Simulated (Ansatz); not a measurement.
Relaxation of C3H4 (7 atoms, charge 0, multiplicity 1), to a largest force component of 0.02 eV/Å in at most 40 steps.

Level of theory: Ansatz 0.2.0, RKS BLYP/6-31G.

```xyz
7
Properties=species:S:1:pos:R:3:forces:R:3
C -1.323 -0.708 -0.783 -3.48 -1.81 -2.08
C -0.417 -0.204 -0.239 3.94 2.02 2.38
C 0.723 0.363 0.425 1.63 -0.16 0.57
H -2.149 -1.062 -1.292 -1.28 -0.67 -0.76
H 1.265 1.082 -0.218 -0.10 0.06 0.04
H 0.462 0.884 1.362 -0.04 0.04 0.01
H 1.499 -0.422 0.699 -0.68 0.51 -0.17
```

Task: Where does it end, and by what steps?

Result: The forces met the threshold. Limits of this set-up: no polarisation functions. After 4 steps the energy has fallen by 0.220 eV; H4 moved furthest, 0.09 Å.

| step | energy less start (eV) | largest force component (eV/Å) | accepted |
| --- | --- | --- | --- |
| 0 | 0.0000 | 3.940 | yes |
| 1 | -0.2080 | 0.696 | yes |
| 2 | -0.2159 | 0.246 | yes |
| 3 | -0.2202 | 0.021 | yes |
| 4 | -0.2202 | 0.002 | yes |

```xyz
7
Properties=species:S:1:pos:R:3
C -1.365 -0.693 -0.813
C -0.396 -0.211 -0.244
C 0.768 0.368 0.439
H -2.213 -1.114 -1.312
H 1.289 1.103 -0.200
H 0.475 0.888 1.369
H 1.504 -0.409 0.715
```

The run took 3.6 s on 1 CPU thread of a shared host.
